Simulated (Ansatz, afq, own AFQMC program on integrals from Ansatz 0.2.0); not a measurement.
# AlBH₅, doublet in cc-pVDZ, levels against CCSDT(Q)

```yaml
atoms:
  - { symbol: Al, position_ang: [-0.9598, 0.0000, 0.0000] }
  - { symbol: H, position_ang: [-1.7527, 1.3734, 0.0000] }
  - { symbol: H, position_ang: [-1.7527, -1.3734, 0.0000] }
  - { symbol: H, position_ang: [0.7792, 0.0000, 0.0000] }
  - { symbol: B, position_ang: [2.1532, 0.0000, 0.0000] }
  - { symbol: H, position_ang: [2.6623, 0.0000, 1.0770] }
  - { symbol: H, position_ang: [2.6623, 0.0000, -1.0770] }
```

Basis cc-pVDZ. Only valence electrons are correlated. Ansatz 0.2.0 and our own AFQMC program on the same integrals; the CISD trial comes from CCSD amplitudes, and released means the phaseless constraint is let go. Error bars are statistical, one sigma.

Determinant: UHF, the one that the program's search chose, which needn't be the lowest solution. The geometry is a point of a scan.

No full CI on the walks' own integrals is used here; CCSDT(Q) serves as the reference and is uncertain by about the last step of the cluster series.

Cautions: the released energies are still falling, so no released level is given (meV from the phaseless value at times in 1/Eh: -3.5 ± 2.3 at 0.24, -2.1 ± 2.2 at 0.51, -2.2 ± 2.3 at 0.99, -6.6 ± 2.0 at 1.62, -9 ± 3 at 2.40).

- T1 diagnostic: 0.0124
- weight of the determinant in the CISD state: 0.886
- ⟨S²⟩ of the determinant: 0.764
- size of the correlated space: 11 electrons in 51 orbitals

Reference: CCSDT(Q), correlation energy -5.741 eV.

| level | E − E(reference) (meV) | share of correlation (%) |
| --- | --- | --- |
| HF | 5741.1 | 0.00 |
| MP2 | 1310.0 | 77.18 |
| CCSD | 139.9 | 97.56 |
| CCSD(T) | 30.8 | 99.46 |
| CCSDT | 4.0 | 99.93 |
| ph-AFQMC/CISD | 3.6 ± 2.7 | 99.94 |

A walk keeps the symmetry of its determinant, which the program's search chose and which needn't be the lowest solution, so a lower state of the same spin and another symmetry isn't excluded.
